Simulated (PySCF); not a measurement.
One of the candidates below gave these computed data.

* Rotational structure: rotational constants A, B, C: 15.852, 1.272, 1.222 GHz [GFN2-xTB]
* UV, strongest line: among the 8 lowest singlet transitions: S4 at 8.26 eV (150 nm, f = 0.057) [TDDFT CAM-B3LYP/def2-SVPD]
* Dipole: 1.10 D [CAM-B3LYP/def2-SVPD]
* Triplet: lowest triplet excitation (Tamm–Dancoff): 6.99 eV [TDA CAM-B3LYP/def2-SVPD]
* Polarisability: 68.9 au [CAM-B3LYP/def2-SVPD]
* UV, first state: lowest singlet excitation: 7.17 eV (173 nm, f = 0.025) [TDDFT CAM-B3LYP/def2-SVPD]

Electronic properties: PySCF, gas phase, density fitting. Levels stand in brackets. Isolated species at its GFN2-xTB geometry (one conformer only).

**Question.** Which candidate is it?
A. `CCC(O)CC`
B. `CCCOCC`
C. `CCOC(C)C`

**Answer.** B. It is `CCCOCC`. Numbering: `[CH3:1][CH2:2][CH2:3][O:4][CH2:5][CH3:6]`. Its formula, C5H12O, gives 0 degrees of unsaturation, so no ring and no π bond. The optimised geometry has point group Cs and is an asymmetric top.

The others, at the same levels:
- `CCC(O)CC` fails: its computed strongest line among the 8 lowest singlet transitions is S8 at 9.24 eV (134 nm, f = 0.041) (against S4 at 8.26 eV), static isotropic polarisability is 67.2 au (against 68.9 au) and rotational constant A is 7.295 GHz (against 15.852 GHz).
- `CCOC(C)C` fails: its computed strongest line among the 8 lowest singlet transitions is S7 at 9.14 eV (136 nm, f = 0.055) (against S4 at 8.26 eV), rotational constant A is 6.829 GHz (against 15.852 GHz) and smallest rotational constant is 1.633 GHz (against 1.222 GHz).

Each candidate is one conformer, not necessarily the lowest. The conformers computed, where there is a choice (atom-mapped SMILES and torsion angles):
- `[CH3:1][CH2:2][CH2:3][O:4][CH2:5][CH3:6]`: C1–C2–C3–O4 180°, C2–C3–O4–C5 180°, C3–O4–C5–C6 180°
- `[CH3:1][CH2:2][CH:3]([OH:4])[CH2:5][CH3:6]`: C1–C2–C3–O4 -60°, C2–C3–C5–C6 -176°, H–O4–C3–C2 -62°
- `[CH3:1][CH2:2][O:3][CH:4]([CH3:5])[CH3:6]`: C1–C2–O3–C4 -168°, C2–O3–C4–C5 -72°
